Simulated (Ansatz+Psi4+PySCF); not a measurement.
## singlet O₃: levels of theory in one basis

```tsv
atom	x (Å)	y (Å)	z (Å)
O	0.0000	0.0000	0.0000
O	0.0000	1.1260	0.6927
O	0.0000	-1.0408	0.6403
```

Basis set: cc-pVTZ (spherical functions). Frozen core: 3 orbitals. Charge 0, multiplicity 1.

Computed with Ansatz (development build ahead of 0.2.0) and Psi4 1.11; each method stands on the lowest determinant of its kind that the runs found.

```
     method  E − E(RHF) (eV)  <S²> of the determinant
        RHF             0.00                     0.00
        UHF            -2.29                     0.94
    RHF-MP2           -20.92                        –
   RHF-CCSD           -20.22                        –
   UHF-CCSD           -20.32                     0.94
RHF-CCSD(T)           -21.51                        –
UHF-CCSD(T)           -21.23                     0.94
```

**Question.** What does UHF-MP2 give on the same scale?

**Answer.** -19.41 eV.

**Question.** Is a single determinant a sound starting point here?

**Answer.** It is doubtful. Unrestricted orbitals lower Hartree–Fock by 2.29 eV and <S²> is 0.94 where a pure state has 0.00, a sign of strong static correlation.

Caution for RHF, RHF-MP2, RHF-CCSD, RHF-CCSD(T): an unrestricted determinant lies well below. Caution for UHF, UHF-MP2, UHF-CCSD, UHF-CCSD(T): the unrestricted determinant is a mixture of spin states. Caution for RHF-MP2, UHF-MP2, RHF-CCSD, UHF-CCSD, RHF-CCSD(T), UHF-CCSD(T): large amplitudes, a single reference is doubtful. Caution for UHF-MP2, UHF-CCSD, UHF-CCSD(T): a plain start can end on a higher determinant. Caution for UHF-MP2, UHF-CCSD(T): another reference gives a lower total. Caution for RHF-CCSD, UHF-CCSD, RHF-CCSD(T), UHF-CCSD(T): the program doubts this total.
